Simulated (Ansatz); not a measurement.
Geometry optimisation of C$_{4}$H$_{5}$FS (`C/C=C(\F)C=S`).

```yaml
crystal:
  periodic: [false, false, false]
  atoms:
    - {symbol: C, position_ang: [0.256746, -0.896041, 1.536412]}
    - {symbol: C, position_ang: [-0.125677, 0.131150, 0.531729]}
    - {symbol: C, position_ang: [0.086330, 0.033655, -0.807607]}
    - {symbol: F, position_ang: [0.692012, -1.069336, -1.314659]}
    - {symbol: C, position_ang: [-0.273778, 1.015467, -1.818795]}
    - {symbol: S, position_ang: [-1.015889, 2.461766, -1.584464]}
    - {symbol: H, position_ang: [0.747180, -1.770204, 1.069463]}
    - {symbol: H, position_ang: [-0.635134, -1.246497, 2.100820]}
    - {symbol: H, position_ang: [0.943340, -0.465763, 2.298112]}
    - {symbol: H, position_ang: [-0.623772, 1.062444, 0.850507]}
    - {symbol: H, position_ang: [0.014042, 0.686259, -2.840817]}
basis:
  gaussian: {orbitals: def2-TZVP}
hamiltonian: {xc: pbe0, dispersion: d4}
relax: {f_tol: 0.005, max_steps: 150}
```

```sh
$ ansatz run in.yaml --threads 4 --pin off --events-out ev --progress --plain --max-ram 10444MiB
```

It prints (some lines left out):

```
Functional definition: PBE0
mean field -17772.11670700 eV, -653.1132426090 hartree, gradient 2.0e-5 eV, S^2 0.000000; 0 other end points of the search recorded, 0 dependent functions left out
relax step   1: F+E_penalty+E_count = -17772.31838496 eV  Δ(F+E_penalty+E_count) = +0.000e0 eV  max|allowed force component| = 9.171e-1 eV/Å  Δτ_max = 0.0000 Å  (33 SCF iters, accepted)
mean field -17772.17257160 eV, -653.1152955952 hartree, gradient 2.0e-5 eV, S^2 0.000000; 0 other end points of the search recorded, 0 dependent functions left out
relax step   2: F+E_penalty+E_count = -17772.37556830 eV  Δ(F+E_penalty+E_count) = -5.718e-2 eV  max|allowed force component| = 4.060e-1 eV/Å  Δτ_max = 0.0258 Å  (35 SCF iters, accepted)
mean field -17772.17869338 eV, -653.1155205664 hartree, gradient 1.9e-5 eV, S^2 0.000000; 0 other end points of the search recorded, 0 dependent functions left out
relax step   3: F+E_penalty+E_count = -17772.38209953 eV  Δ(F+E_penalty+E_count) = -6.531e-3 eV  max|allowed force component| = 6.182e-2 eV/Å  Δτ_max = 0.0113 Å  (36 SCF iters, accepted)
mean field -17772.17881866 eV, -653.1155251703 hartree, gradient 1.9e-5 eV, S^2 0.000000; 0 other end points of the search recorded, 0 dependent functions left out
relax step   4: F+E_penalty+E_count = -17772.38217348 eV  Δ(F+E_penalty+E_count) = -7.395e-5 eV  max|allowed force component| = 2.278e-2 eV/Å  Δτ_max = 0.0020 Å  (37 SCF iters, accepted)
mean field -17772.17887374 eV, -653.1155271946 hartree, gradient 1.9e-5 eV, S^2 0.000000; 0 other end points of the search recorded, 0 dependent functions left out
relax step   5: F+E_penalty+E_count = -17772.38219951 eV  Δ(F+E_penalty+E_count) = -2.604e-5 eV  max|allowed force component| = 4.593e-3 eV/Å  Δτ_max = 0.0012 Å  (36 SCF iters, accepted)
mean field -17772.17887374 eV, -653.1155271946 hartree, gradient 1.9e-5 eV, S^2 0.000000; 1 other end points of the search recorded, 0 dependent functions left out
Total energy: -17772.38222826 eV, -653.1230003351 hartree
Atom 0 at     0.255181    -0.890478     1.525568 Å, force    -0.000196     0.002001    -0.001002 eV/Å
Atom 1 at    -0.123007     0.127167     0.521057 Å, force     0.000954    -0.004593     0.003719 eV/Å
Atom 2 at     0.084104     0.034972    -0.793899 Å, force    -0.000670     0.001640    -0.000062 eV/Å
Atom 3 at     0.686015    -1.057528    -1.306873 Å, force    -0.001492     0.002208     0.000745 eV/Å
Atom 4 at    -0.271520     1.006869    -1.801521 Å, force    -0.000159     0.000630     0.000329 eV/Å
Atom 5 at    -1.002205     2.432254    -1.575883 Å, force     0.000703    -0.001421     0.000305 eV/Å
Atom 6 at     0.738242    -1.754614     1.072362 Å, force     0.000673    -0.000808    -0.000397 eV/Å
Atom 7 at    -0.628855    -1.228976     2.075681 Å, force    -0.000138     0.000970    -0.000298 eV/Å
Atom 8 at     0.932208    -0.457516     2.269105 Å, force     0.000111    -0.000336     0.000416 eV/Å
Atom 9 at    -0.612877     1.040262     0.843812 Å, force    -0.000443     0.000209    -0.001092 eV/Å
Atom 10 at     0.008113     0.690488    -2.808708 Å, force     0.000657    -0.000502    -0.002664 eV/Å
Dipole moment:     0.094688    -0.283430     0.366165 e Å
```

It took 23 s on 4 threads of an Arm Neoverse V2 on a shared host, with 0.61 GiB of host memory at the peak.
